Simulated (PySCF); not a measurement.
Gas-phase reaction: CH2Cl2 + 6 CHCl ⇌ 4 CHCl2 + C3H4 (allene)

Method: PySCF energies (xtb for GFN2) plus ideal-gas RRHO corrections (1 bar). † marks an energy on the PBE0/def2-TZVP geometry and frequencies; other levels use their own. MP2 and CCSD(T) freeze the core. Open shells (unrestricted): CHCl2 (multiplicity 2); the rest are closed-shell singlets. GFN2 has no spin-polarisation term. CHCl2: computed as isolated molecules; such fragments, hydroxides, amides, oligomers or adducts are transient or little studied in the gas. MP2 isn't extrapolated to the basis-set limit; its ΔH°(298 K) is -1447.3 kJ in def2-SVP and -1375.7 kJ in def2-TZVPP. CCSD(T) isn't extrapolated to the basis-set limit; its ΔH°(298 K) is -1317.0 kJ in def2-SVP and -1253.0 kJ in def2-TZVPP. The harmonic model lacks anharmonicity and excited electronic states, which grow with temperature; levels with a mode under 35 cm⁻¹ are left out. Warning, large T1 diagnostic: CHCl (CCSD(T)/def2-SVP†, CCSD(T)/def2-TZVPP†).

| level | ΔE electronic, kJ | ΔH°(298 K), kJ | ΔS°(298 K), J/K | ΔG°(2500 K), kJ |
|---|---|---|---|---|
| BLYP/def2-TZVP† | -1302 | -1260 | -309 | -536 |
| CCSD(T)/def2-SVP† | -1358 | -1317 | -309 | -593 |
| CCSD(T)/def2-TZVPP† | -1295 | -1253 | -309 | -529 |
| GFN2-xTB | -1234 | -1194 | -304 | -490 |
| MP2/def2-SVP† | -1489 | -1447 | -309 | -723 |
| PBE/def2-SVP | -1489 | -1447 | -310 | -721 |
| PBE/def2-TZVP† | -1418 | -1377 | -309 | -653 |
| PBE0/def2-QZVP† | -1456 | -1415 | -309 | -691 |
| PBE0/def2-TZVP | -1457 | -1416 | -309 | -692 |
| r2SCAN/def2-TZVP† | -1484 | -1442 | -309 | -718 |
| ωB97X-V/def2-TZVP† | -1368 | -1327 | -309 | -603 |
ΔH° is lowest at MP2/def2-SVP† and highest at GFN2-xTB. No reference value is set beside these.
